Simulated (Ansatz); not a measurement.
Born–Oppenheimer molecular dynamics of CH$_{6}$AlN (9 atoms, charge 0, multiplicity 1). It starts from a relaxed structure.

Theory: RKS r2SCANh-D4/def2-SVP (Ansatz).

```yaml
ensemble: NVT, Langevin thermostat
time_step: 1 fs
steps_asked: 100
set_temperature: 1500 K
friction: 0.5 /fs
seed: 773809
```

First frame:

```xyz
9
Properties=species:S:1:pos:R:3
Al -0.025 -0.160 -0.047
H -0.117 -0.544 1.491
C 1.665 0.064 -0.998
H 2.243 -0.874 -1.007
H 1.536 0.380 -2.044
H 2.306 0.812 -0.504
N -1.568 0.060 -0.895
H -2.482 -0.043 -0.470
H -1.678 0.305 -1.872
```

(1) How far do the bonds stretch over the last three quarters of this one trajectory? (Pairs bonded in most of those frames.)

Results:

(1) 
```tsv
bond	mean (Å)	spread (Å)	shortest	longest
Al1–H2	1.657	0.125	1.41	1.92
Al1–C3	1.858	0.057	1.69	1.93
Al1–N7	1.769	0.062	1.67	1.88
C3–H4	1.142	0.074	0.97	1.27
C3–H5	1.134	0.051	1.02	1.26
C3–H6	1.130	0.063	1.00	1.24
N7–H8	1.043	0.058	0.88	1.19
N7–H9	1.042	0.064	0.91	1.16
```

Mean temperature of the second half: 1515 K. A run of 0.1 ps of so small a system gives no equilibrium averages. The friction is so strong that the motion is overdamped, so the time scale means little.

The run took 5.8 min on 1 thread of Arm Neoverse V1 (shared host), peak memory 0.15 GiB.
